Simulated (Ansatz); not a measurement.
# Nudged elastic band run: CH5BCl

Input:

```yaml
crystal:
  periodic: [false, false, false]
  atoms:
    - { symbol: B, position_ang: [0.025011, -0.00374, -0.19956] }
    - { symbol: H, position_ang: [0.126844, -0.029233, 1.001642] }
    - { symbol: Cl, position_ang: [1.541752, 0.023259, -1.097744] }
    - { symbol: C, position_ang: [-1.35507, 0.002335, -0.919407] }
    - { symbol: H, position_ang: [-1.926128, -0.892658, -0.608716] }
    - { symbol: H, position_ang: [-1.949611, 0.860761, -0.554933] }
    - { symbol: H, position_ang: [-1.308792, 0.035527, -2.017255] }
    - { symbol: H, position_ang: [-0.048306, 0.003749, 3.550272] }
magnetization:
  spin_polarized: true
  initial_magnetization: 1
basis:
  gaussian: { orbitals: def2-SVP }
hamiltonian:
  xc: b3lyp
  dispersion: d4
neb:
  order_check: false
  images: 7
  f_tol: 0.03
  max_iterations: 60
  final_atoms:
    - { symbol: B, position_ang: [0.16261742, 0.00922045, -0.56637751] }
    - { symbol: H, position_ang: [0.00333056, -0.00565615, 2.41920998] }
    - { symbol: Cl, position_ang: [1.56595735, -0.00243928, -1.59793008] }
    - { symbol: C, position_ang: [-1.32552139, 0.00789827, -1.00982957] }
    - { symbol: H, position_ang: [-1.81262624, -0.90476722, -0.62061004] }
    - { symbol: H, position_ang: [-1.8574652, 0.85035395, -0.53357598] }
    - { symbol: H, position_ang: [-1.47574217, 0.05463028, -2.1024772] }
    - { symbol: H, position_ang: [-0.15485032, -0.00924028, 3.16588939] }
  initial_path:
    images:
      - { positions_ang: [[0.025011, -0.00374, -0.19956], [0.126844, -0.029233, 1.001642], [1.541752, 0.023259, -1.097744], [-1.35507, 0.002335, -0.919407], [-1.926128, -0.892658, -0.608716], [-1.949611, 0.860761, -0.554933], [-1.308792, 0.035527, -2.017255], [-0.048306, 0.003749, 3.550272]] }
      - { positions_ang: [[0.01882926, -0.00271315, -0.15008451], [0.09617964, -0.0222127, 1.11081546], [1.55845332, 0.01809662, -1.05731254], [-1.36317212, 0.00178293, -0.88903044], [-1.93117834, -0.9022567, -0.59857891], [-1.96009189, 0.86532845, -0.53868354], [-1.27878743, 0.03970396, -1.98511347], [-0.03453244, 0.0022706, 3.26228695]] }
      - { positions_ang: [[0.01264753, -0.00168631, -0.10060903], [0.06551528, -0.0151924, 1.21998893], [1.57515464, 0.01293424, -1.01688109], [-1.37127425, 0.00123086, -0.85865387], [-1.93622869, -0.9118554, -0.58844182], [-1.97057278, 0.8698959, -0.52243408], [-1.24878285, 0.04388092, -1.95297194], [-0.02075889, 0.0007922, 2.9743019]] }
      - { positions_ang: [[0.00646579, -0.00065946, -0.05113354], [0.03485092, -0.00817211, 1.32916239], [1.59185596, 0.00777186, -0.97644963], [-1.37937637, 0.00067879, -0.82827731], [-1.94127903, -0.9214541, -0.57830472], [-1.98105366, 0.87446335, -0.50618462], [-1.21877828, 0.04805787, -1.92083041], [-0.00698533, -0.0006862, 2.68631685]] }
      - { positions_ang: [[0.00028406, 0.00036738, -0.00165806], [0.00418656, -0.00115181, 1.43833586], [1.60855728, 0.00260947, -0.93601818], [-1.38747849, 0.00012672, -0.79790074], [-1.94632938, -0.93105281, -0.56816763], [-1.99153455, 0.8790308, -0.48993516], [-1.18877371, 0.05223483, -1.88868888], [0.00678823, -0.0021646, 2.3983318]] }
      - { positions_ang: [[0.0408674, 0.00258065, -0.14283792], [0.00397256, -0.00227789, 1.68355439], [1.5979073, 0.00134728, -1.10149615], [-1.37198922, 0.00206961, -0.85088295], [-1.91290359, -0.92448141, -0.58127823], [-1.95801721, 0.87186159, -0.50084537], [-1.26051582, 0.05283369, -1.94213596], [-0.03362141, -0.00393352, 2.59022119]] }
      - { positions_ang: [[0.08145074, 0.00479392, -0.28401778], [0.00375856, -0.00340398, 1.92877292], [1.58725731, 8.509e-05, -1.26697413], [-1.35649994, 0.0040125, -0.90386515], [-1.87947781, -0.91791001, -0.59438883], [-1.92449988, 0.86469237, -0.51175557], [-1.33225794, 0.05343256, -1.99558304], [-0.07403105, -0.00570244, 2.78211059]] }
      - { positions_ang: [[0.12203408, 0.00700718, -0.42519764], [0.00354456, -0.00453006, 2.17399145], [1.57660733, -0.00117709, -1.43245211], [-1.34101066, 0.00595538, -0.95684736], [-1.84605203, -0.91133862, -0.60749944], [-1.89098254, 0.85752316, -0.52266577], [-1.40400006, 0.05403142, -2.04903012], [-0.11444069, -0.00747136, 2.97399999]] }
      - { positions_ang: [[0.16261742, 0.00922045, -0.56637751], [0.00333056, -0.00565615, 2.41920998], [1.56595735, -0.00243928, -1.59793008], [-1.32552139, 0.00789827, -1.00982957], [-1.81262624, -0.90476722, -0.62061004], [-1.8574652, 0.85035395, -0.53357598], [-1.47574217, 0.05463028, -2.1024772], [-0.15485032, -0.00924028, 3.16588939]] }
```

Run as:

```bash
$ ansatz run input.yaml --threads 2 --pin off --max-ram 3072MiB --backend cpu --events-out ev --progress --plain --runs-dir out
```

Output, in part (warnings, iteration lines, the closing report on the highest movable image, with atoms numbered from 0):

```
NEB end point (image 0): max|allowed force component| = 1.973e-2 eV/Å (the criterion of neb.relax_end_points is 1.000e-2)
NEB end point (image 8): max|allowed force component| = 1.719e-2 eV/Å (the criterion of neb.relax_end_points is 1.000e-2)
NEB iter   1: max|band force component| = 1.869e0 eV/Å  barrier→ = 0.4086 eV  barrier← = 0.4167 eV  Δτ_max = 0.1502 Å  (254 SCF iters)
NEB iter   2: max|band force component| = 1.128e0 eV/Å  barrier→ = 0.3585 eV  barrier← = 0.3667 eV  Δτ_max = 0.1999 Å  (220 SCF iters)
NEB iter   3: max|band force component| = 9.528e-1 eV/Å  barrier→ = 0.2887 eV  barrier← = 0.2969 eV  Δτ_max = 0.1981 Å  (221 SCF iters)
NEB iter   4: max|band force component| = 3.350e-1 eV/Å  barrier→ = 0.1982 eV  barrier← = 0.2064 eV  CI = image 4  Δτ_max = 0.1722 Å  (214 SCF iters)
NEB iter   5: max|band force component| = 4.726e-1 eV/Å  barrier→ = 0.2344 eV  barrier← = 0.2425 eV  CI = image 4  Δτ_max = 0.0858 Å  (225 SCF iters)
NEB iter   6: max|band force component| = 3.498e-1 eV/Å  barrier→ = 0.2263 eV  barrier← = 0.2344 eV  CI = image 4  Δτ_max = 0.0855 Å  (225 SCF iters)
NEB iter   7: max|band force component| = 1.339e-1 eV/Å  barrier→ = 0.2242 eV  barrier← = 0.2324 eV  CI = image 4  Δτ_max = 0.1169 Å  (218 SCF iters)
NEB iter   8: max|band force component| = 2.527e-1 eV/Å  barrier→ = 0.2237 eV  barrier← = 0.2318 eV  CI = image 4  Δτ_max = 0.0596 Å  (213 SCF iters)
NEB iter   9: max|band force component| = 1.520e-1 eV/Å  barrier→ = 0.2229 eV  barrier← = 0.2310 eV  CI = image 4  Δτ_max = 0.0592 Å  (219 SCF iters)
NEB iter  10: max|band force component| = 1.094e-1 eV/Å  barrier→ = 0.2216 eV  barrier← = 0.2298 eV  CI = image 4  Δτ_max = 0.0591 Å  (217 SCF iters)
NEB iter  11: max|band force component| = 3.109e-1 eV/Å  barrier→ = 0.2215 eV  barrier← = 0.2297 eV  CI = image 4  Δτ_max = 0.0298 Å  (217 SCF iters)
NEB iter  12: max|band force component| = 2.432e-1 eV/Å  barrier→ = 0.2215 eV  barrier← = 0.2296 eV  CI = image 4  Δτ_max = 0.0300 Å  (206 SCF iters)
NEB iter  13: max|band force component| = 4.674e-2 eV/Å  barrier→ = 0.2212 eV  barrier← = 0.2293 eV  CI = image 4  Δτ_max = 0.0592 Å  (205 SCF iters)
NEB iter  14: max|band force component| = 3.409e-1 eV/Å  barrier→ = 0.2211 eV  barrier← = 0.2293 eV  CI = image 4  Δτ_max = 0.0298 Å  (201 SCF iters)
NEB iter  15: max|band force component| = 5.565e-2 eV/Å  barrier→ = 0.2211 eV  barrier← = 0.2292 eV  CI = image 4  Δτ_max = 0.0588 Å  (199 SCF iters)
NEB iter  16: max|band force component| = 6.356e-2 eV/Å  barrier→ = 0.2211 eV  barrier← = 0.2292 eV  CI = image 4  Δτ_max = 0.0296 Å  (184 SCF iters)
NEB iter  17: max|band force component| = 5.215e-2 eV/Å  barrier→ = 0.2211 eV  barrier← = 0.2292 eV  CI = image 4  Δτ_max = 0.0296 Å  (182 SCF iters)
NEB iter  18: max|band force component| = 3.074e-2 eV/Å  barrier→ = 0.2211 eV  barrier← = 0.2292 eV  CI = image 4  Δτ_max = 0.0296 Å  (180 SCF iters)
NEB iter  19: max|band force component| = 2.698e-2 eV/Å  barrier→ = 0.2211 eV  barrier← = 0.2292 eV  CI = image 4  Δτ_max = 0.0000 Å  (384 SCF iters)
Total energy: -14311.22198365 eV, -525.9277074045 hartree
Atom 0 at    -0.003056    -0.169966    -0.048429 Å, force    -0.000736    -0.000231     0.000146 eV/Å
Atom 1 at     0.008554    -0.084272     1.392943 Å, force     0.000041     0.000050     0.000004 eV/Å
Atom 2 at     1.579157    -0.136616    -0.789463 Å, force     0.000569    -0.000053    -0.000220 eV/Å
Atom 3 at    -1.352398     0.004293    -0.797483 Å, force    -0.000192     0.000694     0.000312 eV/Å
Atom 4 at    -1.857804    -0.980738    -0.816856 Å, force     0.000160    -0.000339    -0.000110 eV/Å
Atom 5 at    -2.027523     0.672818    -0.236999 Å, force    -0.000023    -0.000136     0.000006 eV/Å
Atom 6 at    -1.255561     0.359509    -1.835712 Å, force     0.000156    -0.000038    -0.000019 eV/Å
Atom 7 at     0.014330     0.334971     2.286298 Å, force     0.000026     0.000054    -0.000120 eV/Å
Dipole moment:    -0.227794    -0.035657    -0.242201 e Å
```

The forces met the threshold. A vibrational analysis at the climbing image gives one clearly imaginary mode, 1040i cm⁻¹, and a faint second one (16i cm⁻¹) that may be numerical noise or a soft torsion: probably a first-order saddle point.

Final band (atoms are numbered from 1 in the order of the input):

| image | path coordinate (Å) | energy (eV) | B1–H2 (Å) | H2–H8 (Å) |
| --- | --- | --- | --- | --- |
| 0 | 0.00 | 0.000 | 1.21 | 2.55 |
| 1 | 0.54 | 0.000 | 1.21 | 2.65 |
| 2 | 1.09 | 0.002 | 1.21 | 2.35 |
| 3 | 1.63 | 0.044 | 1.21 | 1.72 |
| 4 | 2.18 | 0.221 | 1.44 | 0.99 |
| 5 | 3.01 | 0.017 | 2.31 | 0.77 |
| 6 | 3.84 | -0.007 | 2.82 | 0.76 |
| 7 | 4.68 | -0.011 | 2.97 | 0.76 |
| 8 | 5.51 | -0.008 | 2.99 | 0.76 |

Time of the run: 3.8 min on 2 threads of Arm Neoverse V1, with other jobs on the host, peak memory 0.17 GiB.
